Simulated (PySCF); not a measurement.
C₅H₈N (doublet state).
Numbering: `[CH:1]#[C:2][CH2:3][CH2:4][CH:5][NH2:6]` (hydrogens: H7 on C1; H8, H9 on C3; H10, H11 on C4; H12 on C5; H13, H14 on N6)

Structure used (GFN2-xTB), in Å, numbered top down from 1:
```
atom  x, y, z in Å
C1     3.2364    0.1182    0.2086
C2     2.0706    0.1929    0.4725
C3     0.6512    0.2800    0.7227
C4    -0.1487    0.3489   -0.6116
C5    -1.6107    0.3951   -0.3961
N6    -2.2669   -0.7894   -0.0457
H7     4.2628    0.0547    0.0021
H8     0.3229   -0.5964    1.2873
H9     0.4373    1.1726    1.3163
H10    0.1749    1.2388   -1.1564
H11    0.1143   -0.5310   -1.2065
H12   -2.0602    1.2926   -0.0041
H13   -3.2747   -0.7324   -0.0841
H14   -1.9100   -1.6050   -0.5271
```

The hyperfine couplings belong to this conformer and change with its torsions.

Level of theory: UKS B3LYP, pcH-1 on C H N, non-relativistic, mean-field spin-orbit, GIAO (PySCF 2.14.0). One conformer (not necessarily the lowest) at the GFN2-xTB geometry, without solvent, vibrations or thermal averaging. Couplings are sensitive to structure, and on GFN2-xTB geometries they can be far from those on DFT ones. The SCF solution wasn't tested for stability.

(1) Give the principal g shifts and their parts.

(2) At 9.448 GHz, how far is the centre of the isotropic spectrum from where a free electron (g = 2.002319) resonates?

(3) How much does each term add to the isotropic shift?

(4) In a frozen sample, at which fields do the three g values resonate at 9.5, 34, 94 and 263 GHz (hyperfine left aside), and which band first spreads them over more than twice a line width of 0.5 mT?

Answers

(1) 
```tsv
Δg (ppm)	1	2	3
relativistic mass correction	-176	-176	-176
gauge correction	-2	35	26
orbital Zeeman/spin–orbit	-25	521	1090
total	-204	380	940
```

So g = 2.00212, 2.00270, 2.00326 and g_iso = 2.00269; the tensor is rhombic: the two nearest values differ by 49 % of g3 − g1. Axes: g2 points within 11° of the C5–N6 bond.

(2) B = hν/(g μB) with μB/h = 13.99624 MHz/mT gives 337.13 mT for the free electron and 337.07 mT at g_iso, 0.06 mT lower.

(3) The orbital-Zeeman/spin–orbit term 529, the mass correction -176 and the gauge correction 20 ppm, for a total of 372 ppm. The orbital-Zeeman/spin–orbit term is the largest in size. The mass correction is the same along every axis, so the anisotropy comes from the other two: their spans along these axes are 37 (gauge) and 1115 ppm (orbital Zeeman/spin–orbit).

(4) 
```csv
band,GHz,B(g3) mT,B(g2) mT,B(g1) mT,spread mT
X,9.5,338.82,338.92,339.02,0.19
Q,34.0,1212.64,1212.97,1213.33,0.69
W,94.0,3352.58,3353.52,3354.50,1.92
J,263.0,9380.09,9382.72,9385.45,5.36
```

The spread grows in proportion to the frequency. W band is the first where it exceeds 1.0 mT.

Largest spin populations (Mulliken): C5 (+0.85) and N6 (+0.16). The angles at C5 add up to 352.5°, so it is slightly pyramidal.

The HOMO–LUMO gaps are 4.98 eV among the α and 6.74 eV among the β orbitals.

On one thread of an Arm Neoverse V1, no GPU, shared host with 32 logical CPUs at a one-minute load of 40, this took 39 s wall (with the writing of density and orbital grids) and 0.87 GiB of memory at its peak.
